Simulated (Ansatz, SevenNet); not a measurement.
Elastic constant C13 (GPa) of solids drawn from the class of elemental solids other than molecular ones, at two levels: the machine-learned potential SevenNet-0 (trained on PBE and PBE+U data), and r²SCAN in Ansatz (PAW).

```tsv
solid	SevenNet-0	r²SCAN	shift (%)
hcp Re	333	230	-31
hcp Sc	48.4	29.3	-39
hcp Cd	28.4	32.8	+15.5
hcp Os	353	232	-34
hcp Mg	31.2	20.3	-35
double-hcp La	21.8	9.87	-55
hcp Y	36.2	19.7	-46
hcp Ti	91.1	77.4	-15.0
hcp Zr	89.8	63.3	-30
hcp Zn	38.0	53.2	+40
```

The shifts run from -55 % to +40 %, with a median of -33 %.

Over all 10 rows r²SCAN is the larger in 2.

Ansatz's runs of these crystals have no spin polarisation. Meta-GGA and hybrid levels favour moments, which can bear on hcp Sc, hcp Y, hcp Ti.

Spin–orbit coupling is left out, also for the solids with elements from indium on (hcp Re, hcp Os, double-hcp La); its size isn't shown.

Each level is taken at its own relaxed cell. Ansatz's density-functional and Hartree–Fock values are scalar-relativistic unless marked +SOC, with PAW data made under PBE.

Ansatz is an electronic-structure program.
